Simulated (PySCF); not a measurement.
Carbonyl sulfide, COS, SMILES O=C=S, point group C∞v.

Force field and properties: B3LYP/pcSseg-2 (PySCF, grid level 2). Vibrational terms come from second-order perturbation theory with semi-diagonal cubic constants, by steps of ±0.6 along the normal coordinates of each isotopologue. The parent has the commonest isotopes.

Equilibrium geometry (Å):

| atom | x | y | z |
| --- | --- | --- | --- |
| O1 | -1.2685 | 0.7216 | -0.0259 |
| C2 | -0.1200 | 0.5990 | -0.0177 |
| S3 | 1.4344 | 0.4329 | -0.0066 |

Task: How much do zero-point and thermal motion change the parent's shieldings?

Result: 
| atom | σe (ppm) | anharmonic part, 0 K | harmonic part, 0 K | Δσ at 0 K | Δσ at 200 K | Δσ at 500 K |
| --- | --- | --- | --- | --- | --- | --- |
| O1 | 72.06 | -1.77 | -5.50 | -7.28 | -7.57 | -9.68 |
| C2 | 14.48 | -0.59 | -1.43 | -2.02 | -2.09 | -2.53 |
| S3 | 766.11 | -3.07 | -12.65 | -15.72 | -16.29 | -20.65 |

Task: And the bond lengths, in the parent and with ¹³C at 2?

Result: 
| bond | re (Å) | ⟨r⟩ at 0 K | between mean positions | ⟨r⟩, labelled |
| --- | --- | --- | --- | --- |
| O1–C2 | 1.1551 | 1.1597 | 1.1561 | 1.1596 |
| C2–S3 | 1.5633 | 1.5684 | 1.5667 | 1.5683 |

The study (80 SCF points, 115 basis functions) took 5.1 min on 1 thread of Intel Xeon Platinum 8488C (shared host) (rough), peak memory 0.49 GiB, launched as `OMP_NUM_THREADS=1 python ens_run.py task.json out`.
